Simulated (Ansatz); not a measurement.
CH2Cl2, singlet: the ladder up to full CI

Geometry: MP2(full)/6-31G*, from the G2/97 set.

```xyz
5

C     0.0000    0.0000    0.7994
Cl    0.0000    1.4742   -0.1757
Cl    0.0000   -1.4742   -0.1757
H    -0.8946    0.0000    1.4166
H     0.8946    0.0000    1.4166
```

Basis STO-3G; Ansatz 0.2.0. Correlated methods freeze the noble-gas cores, which leaves 20 electrons in 14 orbitals. Prefix R: restricted or restricted open-shell reference. Active spaces: valence = (16e, 12o, short of the full valence) chosen from the atoms' valence shells.

Full CI is exact within this basis and frozen core; it isn't the basis-set limit.

```
UHF ⟨S²⟩                          : 0.000
T1 diagnostic (RCCSD)             : 0.0056
largest doubles amplitude (RCCSD) : 0.071
```

```json
{"level": "RMP2", "E − E(RHF) (eV)": "-1.9651"}
{"level": "RCCSD", "E − E(RHF) (eV)": "-2.5402"}
{"level": "RCCSD(T)", "E − E(RHF) (eV)": "-2.5645"}
```

Task: Estimate how far full CI in STO-3G lies from RCCSD(T). The table doesn't fix it; the size of (T) and the diagnostics are the guide.

Result: Full CI in STO-3G lies 0.8 kJ/mol below RCCSD(T), which is 35 % of the (T) step (-2.3 kJ/mol). The diagnostics give no warning, yet the rest is a sizeable part of (T).

The other levels:

| level | E − E(full CI) (kJ/mol) | share of correlation (%) | wall time |
| --- | --- | --- | --- |
| CISD | 12.8 | 94.83 | 0.15 s |
| BCCD(T) | 0.9 | 99.64 | 0.24 s |
| RCCSDT | 0.3 | 99.90 | – |
| CISDTQ | 0.3 | 99.87 | 0.61 s |
| RCCSDT(Q) | 0.0 | 99.99 | 0.6 s |
| RCCSDTQ | 0.0 | 100.00 | 10 s |
| CASSCF (valence space) | 3.5 | 98.58 | – |
| NEVPT2 (valence space) | 1.1 | 99.55 | 3 s (H100) |
| MRCISD (valence space) | 0.0 | 99.98 | – |
| MRCISD+Q (valence space) | 0.0 | 99.98 | 7 s (H100) |

The correlation energy at full CI, counted from RHF, is -2.573 eV. That run took 1.1 s on 1 thread of AMD EPYC 7R13, shared host over 251,081 determinants.

Times hold each run's SCF and search for its determinant on a shared host, so for small cases they say little of a method's own cost; rows without a card ran on 1 thread of AMD EPYC 7R13.

The full-CI state has the irrep A1 of C2v, in the program's axes.

Natural occupations of full CI about the gap: 1.998 1.982 1.975 1.965 1.965 0.040 0.035 0.024 0.021; effectively unpaired electrons, Σ n²(2−n)², 0.03.

Atomization energy (electronic, same basis, no zero-point term; atoms at the same level, unrestricted beside the R rows where the molecule is a closed shell, with restricted open-shell steps beyond CCSDT(Q)) at full CI: 1496.2 kJ/mol. Errors of other levels:

| level | error (kJ/mol) |
| --- | --- |
| RHF | -195.2 |
| RMP2 | -31.4 |
| CISD | -12.8 |
| RCCSD | -3.2 |
| RCCSD(T) | -0.8 |
| BCCD(T) | -0.9 |
| RCCSDT | -0.3 |
| CISDTQ | -0.3 |
| RCCSDT(Q) | 0.0 |
| RCCSDTQ | 0.0 |

This basis is far from its limit, so the value isn't to be set against a measured one. Truncated CI isn't size-consistent, which counts against it in atomization.
